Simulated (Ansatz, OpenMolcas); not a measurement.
## CO2 (SMILES O=C=O): the vertical ionisation energy, rung by rung

CO2: 3 atoms, total charge 0, spin state singlet. SMILES: `O=C=O`. The coordinates come from a PBE0-D4/def2-TZVP relaxation.

```xyz
3

O     0.3716   -1.0919    0.0882
C     0.0001    0.0001    0.0001
O    -0.3718    1.0918   -0.0883
```

Quantity: the vertical ionisation energy, in eV. The values are calculated.

**The experiment to reproduce.** NIST CCCBDB gives the vertical ionisation energy of the gas as 13.78 eV.

| level | kind | program | value (eV) | computed − measured | CPU time (all runs) |
| --- | --- | --- | --- | --- | --- |
| HF/cc-pVTZ | Hartree–Fock | Ansatz | 12.40 | -1.38 | 4 s |
| BLYP/cc-pVTZ | GGA | Ansatz | 13.51 | -0.27 | 83 s |
| PBE/cc-pVTZ | GGA | OpenMolcas | 13.63 | -0.15 | 94 s |
| M06-2X/cc-pVTZ | hybrid meta-GGA | OpenMolcas | 14.05 | +0.27 | 2.1 min |
| PBE0/cc-pVTZ | global hybrid | Ansatz | 13.72 | -0.06 | 18 s |
| wB97X/cc-pVTZ | range-separated hybrid | Ansatz | 13.79 | +0.01 | 83 s |
| RPA@PBE/cc-pVTZ | RPA | Ansatz | 13.71 | -0.07 | 68 s |
| CCSD(T)/cc-pVTZ, open shells restricted | coupled cluster or CI | OpenMolcas | 13.68 | -0.10 | 2.3 min |
| FCI/STO-3G | exact in the basis | OpenMolcas | 9.83 | -3.95 | 64 s |

Nearest: wB97X/cc-pVTZ (+0.01 eV); farthest: FCI/STO-3G (-3.95 eV). Computed less measured by kind, in eV (of the ab initio rows, those in cc-pVTZ): Hartree–Fock -1.38; GGA -0.27 to -0.15; global hybrid -0.06 to +0.27; range-separated hybrid +0.01; RPA -0.07; coupled cluster or CI -0.10. Spin contamination of the reference (⟨S²⟩ at least 0.1 too high) touches HF/cc-pVTZ. High-level rows in very small sets aren't better than simpler rows in larger ones. CPU times are rough (shared hosts, several kinds of processor and program).
